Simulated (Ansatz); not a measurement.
# OP: a ladder of basis sets

Program: Ansatz's Python interface.

Interactive session:
```pycon
>>> import ansatz as az
>>> XC = "b3lyp"
>>> VDW = "d3bj"
>>> GEOMETRY = """
... P     0.00000    0.00000    0.00000
... O     0.00000    0.00000    1.66500
... """
>>> mol = az.Crystal.molecule()
>>> for line in GEOMETRY.strip().splitlines():
...     symbol, *xyz = line.split()
...     mol = mol.atom(symbol, [float(v) for v in xyz])
...
>>> model = (
...     mol.calculation()
...     .functional(XC, dispersion=VDW)
...     .spin("collinear", total=1)
...     .scf(lower_state_search="off")
... )
>>> energies = {}
>>> for basis in ["STO-3G", "6-31G", "6-31G*", "def2-SVP", "def2-SVPD", "def2-TZVP", "def2-TZVPP"]:
...     data = model.basis(gaussian=basis).run(threads=1).report
...     size = data["n_frozen"] + data["n_occupied"][0] + data["n_virtual"][0]
...     energies[basis] = (data["reference_energy_ev"] / 27.211386246, data["free_energy_ev"] / 27.211386246)
...     print(f"{basis:14s} {size:4d} orbitals  reference {energies[basis][0]:14.6f} Ha  total {energies[basis][1]:14.6f} Ha")
...
STO-3G           14 orbitals  reference    -411.581341 Ha  total    -411.582533 Ha
6-31G            22 orbitals  reference    -416.463040 Ha  total    -416.464232 Ha
6-31G*           34 orbitals  reference    -416.508630 Ha  total    -416.509821 Ha
def2-SVP         32 orbitals  reference    -416.359080 Ha  total    -416.360271 Ha
def2-SVPD        47 orbitals  reference    -416.374641 Ha  total    -416.375833 Ha
def2-TZVP        68 orbitals  reference    -416.577921 Ha  total    -416.579113 Ha
def2-TZVPP       73 orbitals  reference    -416.577963 Ha  total    -416.579154 Ha
>>> last = energies["def2-TZVPP"][1]
>>> for basis, (_, total) in energies.items():
...     print(f"{basis:14s} lies {27.211386 * (total - last):9.4f} eV above def2-TZVPP")
...
STO-3G         lies  135.9650 eV above def2-TZVPP
6-31G          lies    3.1272 eV above def2-TZVPP
6-31G*         lies    1.8866 eV above def2-TZVPP
def2-SVP       lies    5.9561 eV above def2-TZVPP
def2-SVPD      lies    5.5326 eV above def2-TZVPP
def2-TZVP      lies    0.0011 eV above def2-TZVPP
def2-TZVPP     lies    0.0000 eV above def2-TZVPP
```

Against STO-3G: 6-31G -4881.7 mHa, 6-31G* -4927.3 mHa, def2-SVP -4777.7 mHa, def2-SVPD -4793.3 mHa, def2-TZVP -4996.6 mHa and def2-TZVPP -4996.6 mHa. The last step alone is -0.04 mHa (these two sets differ little on atoms other than hydrogen).

These settings explore the input space; basis and method may be short of convergence. The geometry is a force-field or estimated start, not a minimum of this method, and the last set is no limit. Much of the fall in a total is atomic energy, which cancels in bond and reaction energies. The run takes the species as open-shell (spin multiplicity 2), which needn't be its ground state. Total less reference energy is the dispersion correction. b3lyp holds the VWN-RPA fit, as in Gaussian; the form of ORCA and Turbomole is b3lyp5. Totals across families of basis sets mostly measure their core functions. The spin state was assumed, and another may lie lower. Run time: 3.9 s on 1 thread of Arm Neoverse V2, with other jobs on the host, peak memory 0.16 GiB.
